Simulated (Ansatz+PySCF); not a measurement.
Two shapes of triplet NH2F in separate pieces.

Shape 1:

```xyz
4

N     0.0000    0.0000   -0.1308
H     0.0000    0.0000    0.9159
H    30.0000    0.0000   -2.9815
F    30.0000    0.0000    0.3313
```

Shape 2:

```xyz
4

N     0.0000    0.0000   -0.2879
H     0.0000    0.0000    2.0151
H    30.0000    0.0000   -1.2423
F    30.0000    0.0000    0.1380
```

Basis set: 6-31G (spherical functions). Correlated methods keep 2 orbitals frozen. Charge 0, multiplicity 3.

Computed with Ansatz (development build ahead of 0.2.0); each method stands on the lowest determinant of its kind that the runs found.

Problem. Which shape is lower in energy, and by how much in each method?

Solution.

```tsv
method	E(2) − E(1) (eV)
UHF	0.701
UHF-MP2	0.347
UHF-CCSD	-0.234
UHF-CCSD(T)	-0.270
```

The methods disagree on the order. Caution: the unrestricted determinant is a mixture of spin states. Caution for UHF-MP2, UHF-CCSD, UHF-CCSD(T): bonds are stretched, where a single reference can fail. Caution for UHF-MP2: forces differ strongly between restricted and unrestricted references.
